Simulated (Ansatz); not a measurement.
A barrier at the coupled-cluster level

Start structure (SiNH$_{4}$Cl, closed shell), relaxed at PBE0-D4/def2-TZVP:

Si1  (-0.456, -0.705, -1.093)
Cl2  (1.156, -1.937, -0.361)
H3  (-0.630, 1.440, 0.349)
N4  (0.109, 0.759, 0.200)
H5  (-1.464, -1.134, -0.027)
H6  (0.926, 1.243, -0.158)
H7  (0.358, 0.335, 1.090)
(Å)

The step: SiHCl ([SiH][Cl]) + NH₃ → SiNH₄Cl ([NH2][SiH2][Cl]); bonds formed: Si1–H3; dative contacts that become bonds: Si1–N4; bonds broken: H3–N4. Computed with Ansatz 0.2.0 (basis: def2-TZVPP and def2-QZVPP); correlated methods freeze the cores. Extrapolation: Hartree–Fock as exp(−7.88 √X), correlation as X^−2.97. Energies below are by CCSD(T) at an estimated basis limit (MP2 extrapolated from triple and quadruple zeta, plus CCSD(T) − MP2 in triple zeta).

(1) What are the electronic barrier and the energy of the step, from the start structure to the end structure? (An estimate is asked for; the value comes from the calculation.)

No T1 diagnostic of these runs exceeds 0.013. The restricted Hartree–Fock reference is unstable towards an unrestricted one at one or more of these structures.

Answers

(1) Computed: Barrier 40.01 kcal/mol; step energy -35.47 kcal/mol (downhill); reverse barrier, their difference, 75.48 kcal/mol. Barrier and step energy count from the start structure, the reverse barrier from the end structure.

The saddle point: One imaginary mode of 1549i cm⁻¹.
| pair | start (Å) | saddle (Å) | end (Å) |
| --- | --- | --- | --- |
| Si1–H3 | 2.59 | 1.63 | 1.48 |
| Si1–N4 | 2.03 | 1.85 | 1.70 |
| H3–N4 | 1.02 | 1.36 | 2.58 |

Zero-point energy (harmonic, PBE0-D4): ZPE is 30.48 kcal/mol at the start and 26.53 kcal/mol at the saddle, so the barrier goes from 40.01 to 36.06 kcal/mol.

First-order rate constant out of the start structure at 498 K by transition-state theory, with harmonic vibrational free energies alone and no tunnelling: ΔA‡ = 36.92 kcal/mol, so k = (kB T/h) exp(−ΔA‡/kB T) ≈ 10^-3 s⁻¹ (an order of magnitude at best: rotation, the number of equivalent paths and anharmonicity are left out).

Losses and insertions of silylenes and their heavier kin drive the gas-phase chemistry of silicon and germanium vapour deposition.

Labels in which every atom is bracketed show which atoms are joined, not bond orders.

For scale, one of the runs: CCSD(T)/def2-TZVPP, 171 basis functions (an equivalent command: `ansatz run in.yaml --threads 2`). Time: 23 s of wall clock on 2 CPU threads; the host was shared. Peak host memory: 1.4 GiB.
